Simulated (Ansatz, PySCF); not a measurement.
This Ansatz (an electronic-structure program) input computes a CCSD(T)/cc-pVDZ energy:

Ansatz 0.2 input:
```yaml
crystal:
  periodic: [false, false, false]
  atoms:
    - {symbol: C, position_ang: [1.12919533, -0.39406295, -0.00164990]}
    - {symbol: C, position_ang: [-0.14143027, 0.51242111, -0.00266185]}
    - {symbol: O, position_ang: [-1.28208088, -0.15550863, 0.00560815]}
    - {symbol: H, position_ang: [0.02137937, 1.21875287, 0.88106336]}
    - {symbol: H, position_ang: [0.01494044, 1.20774330, -0.89622607]}
    - {symbol: H, position_ang: [2.06517780, 0.18990598, -0.00865831]}
    - {symbol: H, position_ang: [1.11748454, -1.03576096, 0.88706791]}
    - {symbol: H, position_ang: [1.11107452, -1.04672109, -0.88224163]}
basis:
  gaussian:
    orbitals: cc-pVDZ
total_charge: -1
magnetization: {spin_polarized: false}
correlation: {method: ccsd_t, electrons: outside_noble_gas}
```

Q: Write an input for the same energy in PySCF and say what it gives.

A: 
```python
from pyscf import gto, scf, mp, cc as ccmod

mol = gto.M(
    atom='''
    C     1.12919533   -0.39406295   -0.00164990
    C    -0.14143027    0.51242111   -0.00266185
    O    -1.28208088   -0.15550863    0.00560815
    H     0.02137937    1.21875287    0.88106336
    H     0.01494044    1.20774330   -0.89622607
    H     2.06517780    0.18990598   -0.00865831
    H     1.11748454   -1.03576096    0.88706791
    H     1.11107452   -1.04672109   -0.88224163
    ''',
    basis='cc-pvdz',
    charge=-1,
    spin=0,
    verbose=4,
)

mf = scf.RHF(mol)
mf.conv_tol = 1e-10
mf.max_cycle = 100
mf.kernel()
mp2 = mp.MP2(mf, frozen=3).run()
cc = ccmod.CCSD(mf, frozen=3)
cc.max_cycle = 100
cc.kernel()
et = cc.ccsd_t()
print(f'E(CCSD(T)) = {cc.e_tot + et:.9f}')
```
It gives -153.97743 Eh, and Ansatz -153.97743 Eh, a difference of 0.00 mEh.

It need not be the lowest isomer of its formula. Whether it binds its extra electron was not tested at this geometry.
